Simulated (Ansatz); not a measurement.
Relaxed structures of CHMgO, doublet (PBE0-D4/def2-TZVP; forces vanish, vibrations not checked; lower isomers may exist, and structures with a doubtful reference or unclear bonds are left out; Å). Ansatz 0.2.0; basis: def2-TZVPP; cores frozen in the correlated methods; orbitals are unrestricted. The outer core shell of Li, Na, Mg and K is correlated. The def2 sets are not built for correlating such inner shells, so the correlated values are less sure here.

(1) Rank them by CCSD(T) energy, lowest first, and give each one's height above the lowest. Links in brackets join atoms within 1.22 times the sum of their covalent radii (1.1 for two metals). (To be estimated.)
A.
CHMgO ([CH]1[O][Mg]1)
```
4
angstrom
C 0.1931 0.3557 -0.1237
O -0.9107 -0.2034 0.0413
Mg 0.5802 -1.5523 0.5930
H 0.1375 1.4000 -0.5106
```
B.
CHMgO ([O][C][MgH])
```
4
angstrom
C -0.4409 -0.3100 0.0477
O -0.9741 0.6584 -0.2382
Mg 1.2125 -1.4588 1.0154
H 1.4244 -3.1545 1.0716
```
C.
CHMgO ([O][CH][Mg])
```
4
angstrom
C -0.0856 0.2356 -0.0898
O -1.2861 0.1426 -0.0872
Mg 1.0076 -1.5866 0.6163
H 0.3642 1.2084 -0.4393
```

T1 diagnostic: at most 0.022. ⟨S²⟩ of the unrestricted Hartree–Fock references: 0.75 to 0.77 (a pure state has 0.75).

Answers

(1) By the calculation: A (0.0 kJ/mol), B (7.7 kJ/mol), C (18.4 kJ/mol). Heights count from the lowest.

For scale, one of the runs: CCSD(T)/def2-TZVPP, 108 basis functions, launched by `ansatz run in.yaml --threads 2 --pin off --events-out ev --progress --plain --max-ram 4352MiB`. Hardware: 2 CPU threads of an Arm Neoverse V2, shared host. Wall time 21 s; peak host memory 0.98 GiB.
